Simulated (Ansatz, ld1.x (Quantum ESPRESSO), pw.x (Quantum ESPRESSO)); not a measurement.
## pw.x on fcc Br: one setting changed

Potential: norm-conserving Troullier–Martins (Kleinman–Bylander form), ld1.x (Quantum ESPRESSO) 7.5, LDA (PW92); core [Ar] 3d10, reference 4s2 4p3; waves: 4s (bound): rc 1.35 bohr; 4p (bound): rc 1.70 bohr; 4d channel at -0.1 Ry: rc 1.55 bohr; local part: all-electron potential smoothed inside 1.25 bohr (lloc = -2); core correction: Bessel-smoothed model core inside 1.35 bohr.

The reference run (k-mesh 13³, cutoffs 100/400 Ry, Fermi–Dirac 0.01 Ry, mixing_beta 0.4, conv_thr 1e-9, no spin) gives -0.68 GPa at 23.071 Å³/atom, where all-electron LAPW gives -0.01 GPa. This run, with its own iteration cap, changes degauss to 0.002.

```
&control
  calculation='scf', prefix='x', pseudo_dir='./', outdir='./tmp', tstress=.true., disk_io='none'
/
&system
  ibrav=0, nat=1, ntyp=1, ecutwfc=100, ecutrho=400, nbnd=11,
  occupations='smearing', smearing='fd', degauss=0.002
/
&electrons
  conv_thr=1e-09, mixing_beta=0.4, electron_maxstep=50
/
ATOMIC_SPECIES
Br 1.0 Br.UPF
CELL_PARAMETERS angstrom
  0.00000000 2.25949894 2.25949894
  2.25949894 0.00000000 2.25949894
  2.25949894 2.25949894 0.00000000
ATOMIC_POSITIONS crystal
Br 0.0000 0.0000 0.0000
K_POINTS automatic
13 13 13 0 0 0
```

```bash
pw.x < Br.scf.in > Br.scf.out
```

Problem. How does the run end?

Solution. It converges in 7 iterations; the free energy moves by +39.0 meV/atom and the pressure by -0.49 GPa. In a metal, with Fermi–Dirac smearing, F lies below its zero-width value by a term in the square of the width.

```
Message from routine setup:
     using ibrav=0 with symmetry is DISCOURAGED, use correct ibrav instead
     lattice parameter (alat)  =       6.0385  a.u.
     unit-cell volume          =     155.6908 (a.u.)^3
     number of electrons       =         7.00
     number of Kohn-Sham states=           11
     kinetic-energy cutoff     =     100.0000  Ry
     charge density cutoff     =     400.0000  Ry
     scf convergence threshold =      1.0E-09
     Exchange-correlation= PW
     number of k points=    84  Fermi-Dirac smearing, width (Ry)=  0.0020
     iteration #  1     ecut=   100.00 Ry     beta= 0.40
     total energy              =     -35.58586503 Ry
     estimated scf accuracy    <       0.49073313 Ry
     iteration #  2     ecut=   100.00 Ry     beta= 0.40
     total energy              =     -35.56906215 Ry
     estimated scf accuracy    <       0.07241941 Ry
     iteration #  3     ecut=   100.00 Ry     beta= 0.40
     total energy              =     -35.58221678 Ry
     estimated scf accuracy    <       0.00004240 Ry
     iteration #  4     ecut=   100.00 Ry     beta= 0.40
     total energy              =     -35.58225911 Ry
     estimated scf accuracy    <       0.00000714 Ry
     iteration #  5     ecut=   100.00 Ry     beta= 0.40
     total energy              =     -35.58225916 Ry
     estimated scf accuracy    <       0.00000025 Ry
     iteration #  6     ecut=   100.00 Ry     beta= 0.40
     total energy              =     -35.58225922 Ry
     estimated scf accuracy    <       0.00000001 Ry
     iteration #  7     ecut=   100.00 Ry     beta= 0.40
     the Fermi energy is     5.5309 ev
!    total energy              =     -35.58225922 Ry
     estimated scf accuracy    <          1.0E-10 Ry
     smearing contrib. (-TS)   =      -0.00022813 Ry
     The total energy is F=E-TS. E is the sum of the following terms:
     one-electron contribution =       3.15340995 Ry
     hartree contribution      =       2.06424676 Ry
     xc contribution           =     -14.49208048 Ry
     ewald contribution        =     -26.30760732 Ry
     convergence has been achieved in   7 iterations
          total   stress  (Ry/bohr**3)                   (kbar)     P=      -11.70
     Message from routine punch:
     Nothing written, as per user request (disk_io='none')
```

The run took about 27 s on one core of a shared host (Neoverse-V1, 32 threads, 247 GiB, load 25).
